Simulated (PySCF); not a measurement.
CHN, SMILES C#N.

Geometry optimised at ωB97X-D3(BJ)/def2-TZVPD.

Computed with PBE/def2-TZVPD in PySCF.

```yaml
total_energy: -93.34721 hartree
point_group: C∞v
highest_occupied_level: -9.06 eV
lowest_empty_level: -0.97 eV
orbital_gap: 8.09 eV
dipole_moment: 2.95 D
quadrupole, principal values (traceless, Buckingham form, about the centre of nuclear charge): -0.92, -0.92, 1.84 D·Å
mean_static_polarisability: 17.3 bohr³ (2.56 Å³)
polarisability_principal_values: 14.4, 14.4, 23.0 bohr³
```
